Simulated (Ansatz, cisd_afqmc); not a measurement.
System: CH4O, charge 0, singlet. CH4O (methanol, SMILES OC).
B3LYP-D3(BJ)/def2-TZVP minimum from Ansatz (an electronic-structure program):
```
C
H 1 1.0891
H 1 1.0957 2 108.34
H 1 1.0957 2 108.34 3 -117.92
O 1 1.4207 2 106.80 3 121.04
H 5 0.9621 1 108.72 2 -180.00
```

Total energies in cc-pVDZ, 14 correlated electrons, 2 frozen orbitals. Radicals and triplets start from unrestricted determinants; spin-orbit coupling is neglected. Correlated methods leave the cores frozen. No relativity. AFQMC/CISD: phaseless, guided by CISD from CCSD amplitudes; bars are statistical, one sigma. Outlying blocks are dropped, and bars are widened where a walk drifts. Over all cases where full CI ran beside it in this data, AFQMC minus full CI had a median of +0.1 mEh and passed +0.4 mEh in a tenth of the cases.

| method | program | energy (Eh) | minus CCSDT(Q) (mEh) |
|---|---|---|---|
| HF | Ansatz | -115.04907 | 372.23 |
| MP2 | Ansatz | -115.38750 | 33.79 |
| CCSD | Ansatz | -115.41240 | 8.89 |
| CCSD(T) | Ansatz | -115.42014 | 1.16 |
| CCSDT(Q) | Ansatz | -115.42130 | 0.00 |
| AFQMC/CISD | cisd_afqmc | -115.4212 ± 0.0001 | 0.1 ± 0.1 |
